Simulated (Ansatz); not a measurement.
## Which isomer of H2MgNaP gives these data?

These gas-phase data were calculated for one isomer of H2MgNaP at B3LYP-D3(BJ)/6-311G** (harmonic, unscaled wavenumbers; equilibrium rotational constants with average atomic masses):

```
rotational constants            : 9.304, 2.69, 2.122 GHz
all wavenumbers above 1500 cm⁻¹ : 2271, 1568
dipole moment                   : 7.38 D (PBE0/def2-TZVPD)
```

Candidates:

(1) `[Na][Mg][PH2]`, a singlet
(2) `[Na][PH][MgH]`, a singlet

**Question.** Which structure fits?

**Answer.** Candidate (2). 1 mode lies between 2250 and 2520 cm⁻¹, one for each P–H bond, while (1) has 2.

The same quantities for all candidates:

|  | rotational constants (GHz) | wavenumbers above 1500 cm⁻¹ | dipole (D) | E above the lowest, B3LYP-D3(BJ)/6-311G** (kcal/mol) |
| --- | --- | --- | --- | --- |
| (1) | 126.1, 1.222, 1.222 | 2335, 2328 | 7.72 | 0.4 |
| (2) | 9.304, 2.69, 2.122 | 2271, 1568 | 7.38 | 0.0 |

Programs: Ansatz 0.2.0.
